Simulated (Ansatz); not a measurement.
We consider rock-salt BaS, described by PBE in Ansatz (plane waves, PAW).

Settings: plane-wave cutoff 520 eV, 10×10×10 k mesh, scalar-relativistic PAW data made under PBE.

Computed at the level's own relaxed cell.

Elastic tensor (GPa, Voigt notation, ions relaxed):

```
   89.7    17.7    17.7     0.0     0.0     0.0
   17.7    89.7    17.7     0.0     0.0     0.0
   17.7    17.7    89.7     0.0     0.0     0.0
    0.0     0.0     0.0    18.7     0.0     0.0
    0.0     0.0     0.0     0.0    18.7     0.0
    0.0     0.0     0.0     0.0     0.0    18.7
```

Worked from these constants: the tetragonal shear constant is C′ = (C11 − C12)/2 = 36.0 GPa against C44 = 18.7 GPa, so the C44 shear is the softer. The Zener ratio C44/C′ is 0.52 (1 for an isotropic solid), and the Cauchy pressure C12 − C44 is -1.0 GPa. With C11 + 2C12 = 125.1 GPa all three Born conditions hold; they don't test modes at the zone boundary.

Static lattice: no zero-point or thermal effects.

Ansatz is a first-principles code.
